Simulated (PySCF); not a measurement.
## Ionisation and electron attachment of 2,3-dihydrothiophene

Molecule: `C1=CSCC1` (C4H6S). Non-hydrogen atoms are numbered in `[CH:1]1=[CH:2][S:3][CH2:4][CH2:5]1`. These are map numbers, not IUPAC locants.

Computed at ωB97X-D3(BJ)/ma-def2-TZVP // PBE0-D3(BJ)/ma-def2-SVP with PySCF (density fitting, grid level 2). ωB97X-D3(BJ) is ωB97X-V with D3(BJ) in place of VV10. Thermal corrections: PBE0-D3(BJ)/ma-def2-SVP frequencies, unscaled, ideal gas at 298.15 K and 1 bar, quasi-RRHO entropy.

Frontier levels of the parent: HOMO -8.16 eV, LUMO 1.18 eV.

Oxidation to the radical cation:
```
Vertical ionisation energy (electronic)              : 8.06 eV
Adiabatic ionisation energy (with zero-point energy) : 7.86 eV
Adiabatic, electronic part                           : 7.88 eV
Vertical gap at the product's structure              : 7.70 eV
Inner reorganisation energy (four-point)             : 366 meV
Relaxation of product / of parent                    : 181 / 185 meV
⟨S²⟩ of the product                                  : 0.771
Largest spin populations                             : S3 0.56, C1 0.41
Largest changes of atomic charge                     : S3 0.48, C1 0.19
Distances that move most (Å)                         : C2–S3 1.760 → 1.691; C1–C2 1.339 → 1.376; C1–C5 1.504 → 1.476; S3–C4 1.834 → 1.817
Potential in dichloromethane                         : 5.74 V absolute, 1.04 V against Fc+/Fc computed at 4.70 V (solvation -12 → -214 kJ/mol)
```

Vertical electron affinity to the radical anion: -1.06 eV. The extra electron is not bound at this structure, the number hangs on the basis, and the ion was not relaxed.

Solvents are IEF-PCM continua (electrostatics only, gas-phase structures); absolute potentials refer to an electron at rest in vacuum. Fc+/Fc in dichloromethane, 4.70 V, is ωB97X-D3(BJ)/ma-def2-TZVP on PBE0-D3(BJ)/def2-SVP structures with GFN2-xTB thermal terms. Benchmark calculations put it near 5.0 V in acetonitrile and DMSO, so it is about 0.3 V low, and the value against it can read up to that much too high.

Measured values (NIST Chemistry WebBook, evaluated or the median of agreeing entries): vertical ionisation energy 8.11 eV (computed 8.06, difference -0.05).

Run with `OMP_NUM_THREADS=1 python redox_run.py task.json out` on 1 thread of Arm Neoverse V1, a shared host. Structures, frequencies and single points: 17 min of wall time.
